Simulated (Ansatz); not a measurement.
**HN–CH2: how the atomization moves with the basis**

HN–CH2, singlet; coordinates (Å): N 0.000 -0.123 -0.625; C 0.000 0.060 0.622; H 0.000 -0.810 1.282; H 0.000 1.040 1.113; H 0.000 0.767 -1.125. Quantity: atomization.

Ansatz 0.2.0, basis cc-pVDZ or cc-pVTZ; geometries are PBE0/def2-TZVP minima. Wave-function levels freeze the cores; HF, MP2 and coupled cluster are restricted for singlets and unrestricted otherwise, atoms included (their steps beyond CCSDT(Q) come from restricted open-shell runs), Kohn–Sham unrestricted where that lies lower. NEVPT2 stands on CASSCF in the full valence space. The reference is CCSDT(Q) or CCSDTQ (coupled cluster only where its series has nearly closed). Semilocal and hybrid functionals correlate all electrons outside any core potential and usually lie nearer their basis limit than the reference, so part of their error here is the reference's basis and frozen-core error; RPA and the MP2 part of double hybrids freeze the same cores as the reference. None of these values is a measured one. Energies are electronic, without zero-point terms. No spin–orbit coupling and no scalar relativity. The species are chosen: bound, without strong static correlation by their natural occupations or amplitudes, in their lowest spin state as far as vertical gaps and like structures tell, and with a ladder that closes on the reference, so errors are smaller than for species at large; levels whose determinant breaks symmetry or spin markedly are left out.

```json
{"level": "reference", "cc-pVDZ (kJ/mol)": "1674.9 (CCSDTQ)", "cc-pVTZ (kJ/mol)": "1779.6 (CCSDT(Q))"}
{"level": "HF", "cc-pVDZ (kJ/mol)": "1218.0", "cc-pVTZ (kJ/mol)": "1250.1"}
{"level": "CCSD(T)", "cc-pVDZ (kJ/mol)": "1672.9", "cc-pVTZ (kJ/mol)": "1778.8"}
{"level": "NEVPT2", "cc-pVDZ (kJ/mol)": "1663.3", "cc-pVTZ (kJ/mol)": "1751.7"}
{"level": "PBE", "cc-pVDZ (kJ/mol)": "1855.5", "cc-pVTZ (kJ/mol)": "1888.1"}
{"level": "r2SCAN", "cc-pVDZ (kJ/mol)": "1788.0", "cc-pVTZ (kJ/mol)": "1822.6"}
{"level": "B3LYP", "cc-pVDZ (kJ/mol)": "1806.0", "cc-pVTZ (kJ/mol)": "1844.6"}
{"level": "RPA-PBE", "cc-pVDZ (kJ/mol)": "1636.2", "cc-pVTZ (kJ/mol)": "1727.5"}
```

From cc-pVDZ to cc-pVTZ the reference moves by 104.7 kJ/mol and PBE by 32.6; the step from CCSD(T) to the reference is 2.0 in the first and 0.8 in the last.
